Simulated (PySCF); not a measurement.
## The first ionisation energy along the alkali metals

Calculated with PySCF 2.14 from differences of total energies of unrestricted determinants, without spin-orbit coupling. Values in eV. The last column holds reference values (NIST; (s) semi-empirical, (t) theoretical, else measured). Unmarked ones compare directly (S terms, centres of terms, or small fine structure); those marked * lie between the lowest fine-structure levels and include a spin-orbit shift.

| element | configurations | UHF | PBE0 | r2SCAN | MP2 (valence and next inner shell) | CCSD (valence and next inner shell) | CCSD(T) (valence and next inner shell) | reference |
| --- | --- | --- | --- | --- | --- | --- | --- | --- |
| Li (x2c-TZVPPall, spin-free X2C) | [He] 2s1 → 1s2 | 5.342 | 5.569 | 5.388 | 5.369 | 5.374 | 5.374 | 5.392 |
| K (x2c-TZVPPall, spin-free X2C) | [Ar] 4s1 → [Ar] | 4.023 | 4.386 | 4.257 | 4.255 | 4.253 | 4.264 | 4.341 |
| Rb (x2c-TZVPPall, spin-free X2C) | [Kr] 5s1 → [Kr] | 3.798 | 4.199 | 4.063 | 4.102 | 4.093 | 4.118 | 4.177 |
| Cs (x2c-TZVPPall, spin-free X2C) | [Xe] 6s1 → [Xe] | 3.475 | 3.890 | 3.771 | 3.814 | 3.809 | 3.838 | 3.894 |

```
                                method  elements  mean error (eV)  mean absolute error (eV)  largest error (eV)
                                   UHF         4           -0.291                     0.291              -0.419
                                  PBE0         4            0.060                     0.062               0.178
                                r2SCAN         4           -0.081                     0.081              -0.123
    MP2 (valence and next inner shell)         4           -0.066                     0.066              -0.086
   CCSD (valence and next inner shell)         4           -0.069                     0.069              -0.088
CCSD(T) (valence and next inner shell)         4           -0.052                     0.052              -0.077
```

Errors include the incompleteness of the basis and the frozen core.

"Valence" correlates the outer s and p shells and, in groups 3 to 12 and the f block, the outer d or f shell, open or full, or the next shell where the ion has no valence electron left; the wider scheme adds the next inner shell.
